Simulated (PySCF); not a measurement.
# `[C-]#[S+]` in a uniform electric field

Compound: CS.
Cartesian coordinates in Å at the PBE0-D3(BJ)/def2-SVP level; atoms count from 1:
```xyz
2
CS angstrom
C      0.7677    0.0000    0.0000
S     -0.7677    0.0000    0.0000
```

Level: PBE0/def2-SVPD (PySCF); nuclei fixed, core orbitals frozen in the response. Permanent dipole (-1.921, 0.000, 0.000) D (1 au = 2.5417 D). Static polarisability (au):

```
x   36.56  0.00  0.00
y    0.00 23.42  0.00
z    0.00  0.00 23.42
```

Only the terms in μ and α are kept: μ(F) = μ + αF and ΔE = −μ·F − ½ F·αF.

Question: Apply 0.008 au along ±x, ±y and ±z in turn. Tabulate induced and total dipoles and both energy terms.

Answer: 
```csv
field along,induced x (D),induced y (D),induced z (D),total size (D),−μ·F (kJ/mol),−½F·αF (kJ/mol)
+x,0.743,0.000,0.000,1.178,+15.874,-3.072
−x,-0.743,0.000,0.000,2.664,-15.874,-3.072
+y,0.000,0.476,0.000,1.979,0.000,-1.968
−y,0.000,-0.476,0.000,1.979,0.000,-1.968
+z,0.000,0.000,0.476,1.979,0.000,-1.968
−z,0.000,0.000,-0.476,1.979,0.000,-1.968
```

Question: For the field (-0.0032, -0.0064, -0.0056) au, what is the induced dipole, and what angle does it make with the field?

Answer: αF = (-0.297, -0.381, -0.333) D, at 9.8° to the field. The polarisability along this direction, F·αF/F², is 25.05 au, against a mean of 27.80 au.

Question: At what field along the permanent dipole would the induced dipole along it equal the permanent one, in this linear picture?

Answer: The polarisability along the dipole is 36.56 au, so F = 0.7558 au / 36.56 au = 0.0207 au = 1.06 V/Å; higher-order terms are ignored.

Question: What field makes μF equal to kT at 298 K?

Answer: kT = 0.9437 × 10⁻³ Eh, so F = 0.00125 au = 6.42 MV/cm.

Question: A unit point charge sits 10 Å away. Estimate the induction energy −αe²/2R⁴ with the mean polarisability, treating the molecule as a point.

Answer: R = 18.90 bohr, so the energy is −27.8/(2 × 18.90⁴) Eh = -0.286 kJ/mol. The charge–dipole term at its most favourable orientation, −μe/R², is -5.56 kJ/mol.

Geometry: PBE0-D3(BJ)/def2-SVP; no solvent, vibrations or thermal averaging.
